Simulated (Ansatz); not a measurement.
# SiNH4+: one structure at several levels

The atoms stand at a structure displaced at random from a GFN2-xTB minimum. How far do the functionals agree with CCSD(T) there?

Program: Ansatz 0.2.0, Gaussian basis. Level of theory: single points in def2-TZVPP. These are calculated values, not measurements.

Cores are frozen in the correlated methods.

## 1. Where the work starts

6 atoms, charge 1, spin multiplicity 1.

Atoms are counted from 1 here; the program's logs count them from 0.

Bond lengths: N1–Si2 1.822 Å, N1–H3 0.951 Å, N1–H4 1.080 Å, Si2–H5 1.352 Å, Si2–H6 1.564 Å. Angles: Si2–N1–H3 116.1°, Si2–N1–H4 122.7°, H3–N1–H4 121.0°, N1–Si2–H5 124.3°, N1–Si2–H6 115.2°, H5–Si2–H6 118.1°.

Coordinates:

```tsv
atom	x (Å)	y (Å)	z (Å)
N1	-0.04400	-0.88810	0.11520
Si2	-0.01620	0.91180	-0.16800
H3	0.31820	-1.42590	-0.58030
H4	-0.36870	-1.32770	1.04660
H5	0.68110	1.51610	-1.15640
H6	-0.47930	1.78370	1.04540
```

## 2. CCSD(T)/def2-TZVPP

The input, run/in.yaml:

```yaml
crystal:
  periodic: [false, false, false]
  atoms:
    - {symbol: N, position_ang: [-0.044000, -0.888100, 0.115200]}
    - {symbol: Si, position_ang: [-0.016200, 0.911800, -0.168000]}
    - {symbol: H, position_ang: [0.318200, -1.425900, -0.580300]}
    - {symbol: H, position_ang: [-0.368700, -1.327700, 1.046600]}
    - {symbol: H, position_ang: [0.681100, 1.516100, -1.156400]}
    - {symbol: H, position_ang: [-0.479300, 1.783700, 1.045400]}
basis:
  gaussian: {orbitals: def2-TZVPP}
total_charge: 1
correlation: {method: ccsd_t}
output: {forces: true}
```

No record of the launch command was kept for these runs.

## 3. PBE0-D4/def2-TZVPP

run/in.yaml: that of step 2 with these lines changed.

```diff
@@ -12,3 +12,3 @@
 total_charge: 1
-correlation: {method: ccsd_t}
-output: {forces: true}
+hamiltonian: {xc: pbe0, dispersion: d4}
+output: {forces: true, orbitals: {seedname: orbitals}}
```

## 4. wB97M-V/def2-TZVPP

run/in.yaml: that of step 3 with these lines changed.

```diff
@@ -12,3 +12,3 @@
 total_charge: 1
-hamiltonian: {xc: pbe0, dispersion: d4}
-output: {forces: true, orbitals: {seedname: orbitals}}
+hamiltonian: {xc: {name: wB97M-V}}
+output: {forces: true}
```

## 5. r2SCAN-D4/def2-TZVPP

run/in.yaml: that of step 4 with these lines changed.

```diff
@@ -12,3 +12,3 @@
 total_charge: 1
-hamiltonian: {xc: {name: wB97M-V}}
+hamiltonian: {xc: r2scan, dispersion: d4}
 output: {forces: true}
```

## 6. PBE-D4/def2-TZVPP

run/in.yaml: that of step 5 with these lines changed.

```diff
@@ -12,3 +12,3 @@
 total_charge: 1
-hamiltonian: {xc: r2scan, dispersion: d4}
+hamiltonian: {xc: pbe, dispersion: d4}
 output: {forces: true}
```

## 7. B97M-V/def2-TZVPP

run/in.yaml: that of step 6 with these lines changed.

```diff
@@ -12,3 +12,3 @@
 total_charge: 1
-hamiltonian: {xc: pbe, dispersion: d4}
+hamiltonian: {xc: {name: B97M-V}}
 output: {forces: true}
```

## 8. wB97X-V/def2-TZVPP

run/in.yaml: that of step 7 with these lines changed.

```diff
@@ -12,3 +12,3 @@
 total_charge: 1
-hamiltonian: {xc: {name: B97M-V}}
+hamiltonian: {xc: {name: wB97X-V}}
 output: {forces: true}
```

(Steps that only read results are left out.)

What does the calculation give? Wanted: energy less free atoms, CCSD(T)/def2-TZVPP; RMS force component; RMS force error; HOMO and LUMO, PBE0-D4; T1 diagnostic.

As calculated:

```
                                  quantity                                                                                          value
energy less free atoms, CCSD(T)/def2-TZVPP                                                                                     -10.161 eV
                       RMS force component                                                           2.566 to 2.694 eV/Å over the methods
                           RMS force error  PBE0-D4 0.093, wB97M-V 0.084, r2SCAN-D4 0.042, PBE-D4 0.168, B97M-V 0.115, wB97X-V 0.124 eV/Å
                    HOMO and LUMO, PBE0-D4                                                                            -14.62 and -8.82 eV
                             T1 diagnostic                                                                                          0.022
```

What this shows: Against CCSD(T) the functionals' energies less atoms differ by -0.683 to -0.237 eV, PBE-D4 by -0.683 eV. CCSD(T) in triple zeta still lacks some correlation energy of the bonds, so part of these gaps is its own basis error and they don't rank the functionals. The forces of r2SCAN-D4 come nearest to CCSD(T), those of PBE-D4 are farthest. Frozen-core CCSD(T) forces in triple zeta carry basis errors of their own, and this is one geometry, so small gaps rank nothing.
